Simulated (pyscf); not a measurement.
Optimised with ωB97X-D3(BJ)/def2-SVP in PySCF. MP2 and CC: frozen core, UHF for open shells. ΔMP2 is the change of the MP2 total energy from the triple- to the quadruple-zeta basis.

Q: Estimate the classical barrier height and the reaction energy of H₃C–GeH₃ + hydrogen chloride (HCl) → methane (CH₄) + Cl–GeH₃ at CCSD(T)/def2-TZVPP + ΔMP2(QZVPP). The step runs on the singlet surface, breaks C–Ge, Cl–H and forms C–H, Cl–Ge; take the separated reactants as zero.

A: ΔE‡ = 43.0 kcal/mol, ΔE = -20.4 kcal/mol. Zero-point energy shifts the barrier by +0.7 kcal/mol. It is a four-centre exchange, with an imaginary mode of 731i cm⁻¹. This is the saddle that the search found; another between the same sides may lie lower. The CCSD(T) − MP2 part came from Ansatz, without density fitting, on the same reference. The frozen core leaves the outer d or s,p core shells of the metals and heavy elements correlated in the MP2 and CC values, and def2-TZVPP describes them poorly, which can shift differences by a few kcal/mol. Elements up to Kr have no core potential and no relativistic terms here.
